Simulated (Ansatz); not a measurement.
Correlation energies of `CC(F)CF` by basis set

Cartesian coordinates in Å:
```
C 0.983 0.537 0.638
C -0.233 -0.326 0.440
F -1.258 0.114 1.271
C -0.786 -0.281 -0.969
F 0.142 -0.817 -1.839
H 1.779 0.211 -0.034
H 0.747 1.581 0.421
H 1.341 0.464 1.666
H -0.021 -1.366 0.710
H -1.706 -0.868 -1.035
H -0.989 0.752 -1.269
```

Charge 0, multiplicity 1. All single points use the PBE0-D4/def2-TZVP geometry. It is one conformer, not always the lowest. Frozen core, restricted reference, Ansatz. CBS rows extrapolate triple and quadruple zeta; past MP2 they add the triple-zeta difference.

```
     basis     HF (Eh)  MP2 corr.  CCSD corr.       (T)  CCSD(T) total
def2-TZVPP  -316.10516   -1.01331    -1.04746  -0.03495     -317.18757
def2-QZVPP  -316.11928   -1.09538           –         –              –
 CBS(def2)  -316.12123   -1.15617    -1.19032     as TZ     -317.34650
```
